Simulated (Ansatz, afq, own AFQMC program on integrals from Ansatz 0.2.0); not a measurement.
# C3H7O, doublet: AFQMC among the cluster methods

```csv
atom,x (Å),y (Å),z (Å)
C,-0.1773,1.0336,-0.6670
C,-0.2314,-0.3541,-0.1307
C,1.0308,-0.7449,0.6307
O,-1.3937,-0.5656,0.6436
H,-1.1091,1.5169,-0.9731
H,0.7714,1.5070,-0.9329
H,-0.3426,-1.0577,-0.9823
H,1.9231,-0.6812,-0.0110
H,0.9403,-1.7743,1.0053
H,1.1871,-0.0753,1.4927
H,-1.3871,0.0937,1.3474
```

Basis def2-TZVP. Only valence electrons are correlated. Ansatz 0.2.0 and our own AFQMC program on the same integrals; the CISD trial comes from CCSD amplitudes, and released means the phaseless constraint is let go. Uncertainties: one standard error, sampling alone.

Determinant: UHF, the one that the program's search chose, which needn't be the lowest solution. The geometry is a PBE0/def2-SVP stationary point of this or a neighbouring charge and spin state.

No full CI on the walks' own integrals is used here. The released AFQMC energy serves as the reference, which it does only where one determinant dominates, the energy is flat over the last release times and near the phaseless one (40 meV or 2 meV an electron, half that with transition metals). On small molecules, where full CI could be run and the noise was under 10 meV, such values lay within 10 meV of it in 19 cases of 20, a flattering rate, since the rule was set on those same cases; what remains of the bias isn't in the error bar.

Cautions: the released value is read at 0.63 1/Eh with a noise of 25 meV, more than in the cases checked, later times being too noisy (meV from the phaseless value at times in 1/Eh: -2 ± 23 at 0.21, -27 ± 34 at 0.42, -5 ± 25 at 0.63, -74 ± 52 at 0.90).

- T1 diagnostic: 0.0114
- weight of the determinant in the CISD state: 0.800
- ⟨S²⟩ of the determinant: 0.763
- size of the correlated space: 25 electrons in 162 orbitals

Reference: AFQMC with the constraint released, correlation energy -21.456 ± 0.025 eV.

```tsv
level	E − E(reference) (meV)	share of correlation (%)
HF	21456.0 ± 25.0	0.00
MP2	1969.1 ± 25.0	90.82
CCSD	797.0 ± 25.0	96.29
CCSD(T)	50.9 ± 25.0	99.76
ph-AFQMC/CISD	4.9 ± 30.4	99.98
```

Released energies are given only where the last usable release times agree within the noise; a slower fall can still hide under it.
